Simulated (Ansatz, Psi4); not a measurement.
Species: fluoro(silyl)silane, Si2H5F (charge 0, singlet). SMILES: [SiH2]([SiH3])F
Geometry: optimised at B3LYP-D3(BJ)/def2-TZVP (Ansatz, an electronic-structure program).

HF/3-21G beside other levels, property by property. Set-up: valence correlation only; non-relativistic; 6-31G* and kin with 6d, 5d where marked; atomisation electronic, to ground-state atoms; no dispersion term unless named; no spin-orbit coupling; UHF or UKS for open shells. Basis-set limits of correlation are two-point, X^-3; Hartree-Fock from the larger set (for Q and 5 zeta extrapolated as (X+1)exp(-9√X)). [CCSD(T)-MP2]/basis is that difference in the basis named. Ab initio and DFT rows: single points at B3LYP-D3(BJ) geometries (Ansatz), with unscaled harmonic terms from B3LYP/6-31G* (Ansatz) at its own minima, enthalpies of formation by atomisation with measured atoms. Sets without +, aug- or the D of def2-TZVPD hold no diffuse functions, which anions need.

Coupled cluster (Ansatz) is a level with limits of its own, used here on species with T1 under 0.025 (0.045 for open shells) and stable references: (a) RI-MP2/CBS(cc-pV(T+d)Z,cc-pV(Q+d)Z)+[CCSD(T)-MP2]/cc-pV(T+d)Z; (b) CCSD(T)/CBS(aug-cc-pV(T+d)Z,aug-cc-pV(Q+d)Z); (c) CCSD(T)/CBS(cc-pV(Q+d)Z,cc-pV(5+d)Z).

| property | HF/3-21G (Ansatz) | wB97X-D/6-31G* (Psi4) | B3LYP-D3(BJ)/def2-TZVPD (Ansatz + dftd3) | B2PLYP-D3(BJ)/def2-TZVPD (Ansatz + dftd3) | to compare with |
|---|---|---|---|---|---|
| H-Si bond dissociation enthalpy at 298 K, to F[SiH2][SiH2] + H atom (kcal/mol) | 62.3 | 88.0 | 87.4 | 86.7 | 88.7 coupled cluster (b) |
| F-Si bond dissociation enthalpy at 298 K, to [SiH2][SiH3] (Si2H5) + F atom (kcal/mol) | 86.4 | 140.7 | 142.3 | 144.2 | 147.5 coupled cluster (a) |
| deprotonation enthalpy (H-Si bond) at 298 K, to F[SiH2][SiH2-] + H+ (kcal/mol) | 353.5 | 361.4 | 355.7 | 355.5 | 355.3 coupled cluster (b) |
| H-Si bond dissociation enthalpy at 298 K, to F[SiH][SiH3] + H atom (kcal/mol) | 67.3 | 90.2 | 88.6 | 88.4 | 91.2 coupled cluster (b) |
| atomisation energy (kcal/mol) | 382.3 | 581.7 | 588.7 | 582.3 | 592.2 coupled cluster (c) |
| enthalpy of formation at 298 K (kcal/mol) | 132.1 | -67.3 | -74.2 | -67.8 | -77.7 coupled cluster (c) |

As the rows show:
- H-Si bond dissociation enthalpy at 298 K, to F[SiH2][SiH2] + H atom: HF/3-21G lies 26.4 kcal/mol below coupled cluster.
- F-Si bond dissociation enthalpy at 298 K, to [SiH2][SiH3] (Si2H5) + F atom: HF/3-21G lies 61.1 kcal/mol below coupled cluster.
- deprotonation enthalpy (H-Si bond) at 298 K, to F[SiH2][SiH2-] + H+: HF/3-21G lies 1.8 kcal/mol below coupled cluster.
- H-Si bond dissociation enthalpy at 298 K, to F[SiH][SiH3] + H atom: HF/3-21G lies 23.9 kcal/mol below coupled cluster.
- atomisation energy: HF/3-21G lies 209.9 kcal/mol below coupled cluster.
- enthalpy of formation at 298 K: HF/3-21G lies 209.8 kcal/mol above coupled cluster.

The properties are those with a value to compare with, at most eight drawn at random. No case is left out for the size of its miss. Left out are saddle points of the reference geometry, anions that the best level run finds unbound, excited spin states, species near biochemistry, 298 K rows of species without real B3LYP wavenumbers, cases with under five habitual levels, runs that failed or that the program found above a lower state of the same kind, table entries that another table contradicts, and a share of species set aside by lot.
